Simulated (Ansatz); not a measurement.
## Ansatz (development build ahead of 0.2.0) run

```yaml
crystal:
  periodic: [false, false, false]
  atoms:
    - { symbol: C, position_ang: [0.0, 0.0, 0.66323] }
    - { symbol: C, position_ang: [0.0, 0.0, -0.66323] }
    - { symbol: F, position_ang: [0.0, 1.11267, 1.38565] }
    - { symbol: F, position_ang: [0.0, -1.11267, 1.38565] }
    - { symbol: F, position_ang: [0.0, 1.11267, -1.38565] }
    - { symbol: F, position_ang: [0.0, -1.11267, -1.38565] }
basis:
  gaussian: { orbitals: cc-pVTZ }
hamiltonian:
  xc: hf
correlation:
  method: mp2
  frozen_orbitals: { C: 1, F: 1 }
```

The input is written out in the form of the current development build from the run's settings.

The run gave:

- Converged: yes
- Reference energy: -473.59959 hartree
- Correlation energy: -1.29866 hartree
- Total energy: -474.89825 hartree
- Spin squared of the determinant: 0.000
- Stability test: minimum among restricted orbitals
- Occupied orbitals by symmetry in an Abelian subgroup (alpha; beta): 6 Ag 1 Au 1 B1g 5 B1u 1 B2g 4 B2u 4 B3g 2 B3u; 6 Ag 1 Au 1 B1g 5 B1u 1 B2g 4 B2u 4 B3g 2 B3u
